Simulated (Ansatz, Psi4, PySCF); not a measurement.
System: C$_{3}$H$_{4}$ (charge 0, singlet). SMILES: C1=CC1
Coordinates optimised at B3LYP-D3(BJ)/def2-TZVP (Ansatz, a first-principles code):
```
C
H 1 1.0889
H 1 1.0889 2 113.66
C 1 1.5050 2 119.64 3 150.54
C 4 1.2868 1 64.69 2 105.61
H 5 1.0750 4 149.73 1 180.00
H 4 1.0750 5 149.73 6 0.00
```

Wanted: enthalpy of formation at 298 K, in kcal/mol. Conventions: 6-31G* and kin with 6d, 5d where marked; open shells spin-unrestricted; dispersion terms only where a functional's name holds one; non-relativistic; spin-orbit terms left out; valence correlation only; 6-311+G** with 5d. CBS marks a two-point X^-3 extrapolation of the correlation energy; Hartree-Fock from the larger set. [CCSD(T)-MP2]/basis is that difference in the basis named. Ab initio and DFT rows: single points at B3LYP-D3(BJ) geometries (Ansatz), with unscaled harmonic terms from B3LYP/6-31G* at its own minima, enthalpies of formation by atomisation with measured atoms.

Measured values: Active Thermochemical Tables 1.112 (ions: stationary electron), as tabulated in the package chemicals; they hold spin-orbit and core effects, anharmonicity. 

Value to compare with, the measured value: 67.9 kcal/mol.

```json
[
 {"level": "HF/STO-3G", "program": "Ansatz", "enthalpy of formation at 298 K (kcal/mol)": "160.3", "error": "92.4"},
 {"level": "HF/6-311+G**", "program": "Ansatz", "enthalpy of formation at 298 K (kcal/mol)": "257.1", "error": "189.2"},
 {"level": "PBE/STO-3G", "program": "Ansatz", "enthalpy of formation at 298 K (kcal/mol)": "-71.1", "error": "-139.0"},
 {"level": "BP86/6-31G* (5d)", "program": "PySCF", "enthalpy of formation at 298 K (kcal/mol)": "44.9", "error": "-23.0"},
 {"level": "B3LYP/6-31G*", "program": "Ansatz", "enthalpy of formation at 298 K (kcal/mol)": "72.6", "error": "4.7"},
 {"level": "B3LYP/6-31+G*", "program": "Ansatz", "enthalpy of formation at 298 K (kcal/mol)": "78.5", "error": "10.6"},
 {"level": "wB97X-D/6-311+G**", "program": "Psi4", "enthalpy of formation at 298 K (kcal/mol)": "74.2", "error": "6.3"},
 {"level": "M06-2X/def2-TZVPD", "program": "PySCF", "enthalpy of formation at 298 K (kcal/mol)": "65.4", "error": "-2.5"},
 {"level": "RI-MP2/CBS(aug-cc-pVTZ,aug-cc-pVQZ)+[CCSD(T)-MP2]/aug-cc-pVTZ", "program": "Ansatz", "enthalpy of formation at 298 K (kcal/mol)": "70.0", "error": "2.1"}
]
```

Among the 7 habitual levels, HF/6-311+G** lies farthest from the measured value (189.2 kcal/mol) and B3LYP/6-31G* nearest (4.7); 5 of 7 lie above it, and their mean absolute error is 66.5 kcal/mol, the median 23.0. One case shows no general order.

The levels are drawn from those run, B3LYP/6-31G* more often than the rest, none by its result; runs whose electronic state is in doubt are left out.
